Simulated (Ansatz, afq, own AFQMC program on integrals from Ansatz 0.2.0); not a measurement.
SiH₂O, triplet in cc-pVDZ along one coordinate

```yaml
atoms:
  - { symbol: Si, position_ang: [0.0252, -0.0964, 0.5977] }
  - { symbol: O, position_ang: [-0.0947, 0.0941, -1.0410] }
  - { symbol: H, position_ang: [0.0797, 1.1612, 1.4085] }
  - { symbol: H, position_ang: [0.7227, 0.0311, -1.5401] }
```

The Si1–O2 distance is changed with both sides rigid. Energies in mEh count from this geometry (1.654 Å) at the same level; the start stands on UHF, each point on the determinant named.

Basis cc-pVDZ. Noble-gas cores (and the filled d shells of Ga–Kr and In–Xe) are frozen. AFQMC by an in-house program on the Cholesky factors that Ansatz 0.2.0 writes for its CCSD(T) run. ph-AFQMC/CISD is guided by a CISD state made of CCSD amplitudes; releasing the constraint for a short imaginary time cuts its bias at the price of noise, slowly where states lie close. ± is one standard error of the sampling.

Cautions, each for one point or more: lower spins were not checked; unrestricted determinant slightly spin contaminated.

| r(Si1–O2) / Å | det. | T1 | weight | ⟨S²⟩ | CCSD(T) | ph-AFQMC/CISD | released AFQMC | CCSDT(Q) | CCSD | wB97M-V |
| --- | --- | --- | --- | --- | --- | --- | --- | --- | --- | --- |
| 1.343 | UHF | 0.016 | 0.91 | 2.00 | 127.7 | 127.9 ± 0.7 | 128.7 ± 0.9 | 128.1 | 126.8 | 122.9 |
| 2.067 | UHF | 0.029 | 0.88 | 2.02 | 35.6 | 34.6 ± 1.0 | – | 34.6 | 37.5 | 39.2 |
| 2.604 | UHF | 0.036 | 0.85 | 2.10 | 95.2 | 94.6 ± 0.9 | 93.6 ± 1.4* | 93.4 | 94.5 | 100.3 |
| 3.579 | UHF | 0.018 | 0.88 | 2.04 | 105.4 | 106.7 ± 0.7 | 106.8 ± 1.1 | 105.7 | 102.7 | 115.9 |
| 5.677 | UHF | 0.013 | 0.89 | 2.02 | 108.5 | 108.2 ± 0.6 | 109.5 ± 1.0 | – | 105.7 | 120.5 |

Weight is that of the determinant in the CISD state; at the start T1 is 0.020 and the weight 0.90, and ⟨S²⟩ is 2.01. An asterisk marks released energies that aren't shown to be converged. Symmetry can't show for every point that it stays on the start's state. A dash marks a missing value, a released energy that hasn't settled or a functional that sits on another state. Largest departures from CCSDT(Q), at the points where its series has closed: CCSD(T) 1.0 mEh at 2.067 (on UHF), ph-AFQMC/CISD 0.9 mEh at 3.579 (on UHF) (within the noise), released AFQMC 1.1 mEh at 3.579 (on UHF) (within the noise), CCSD -3.1 mEh at 3.579 (on UHF). The functionals aren't scored here. In this small basis the wave-function levels are far from their limit, so their gap to the functionals isn't the functionals' error.

Some points may be missing: those where a free walk finds a much lower state, and past Zn most of those on another determinant than at the start.

CCSDT and higher add their correlation energy to the determinant of the CCSD(T) run, since their own runs factorise the integrals more tightly (a shift of under 2 meV).
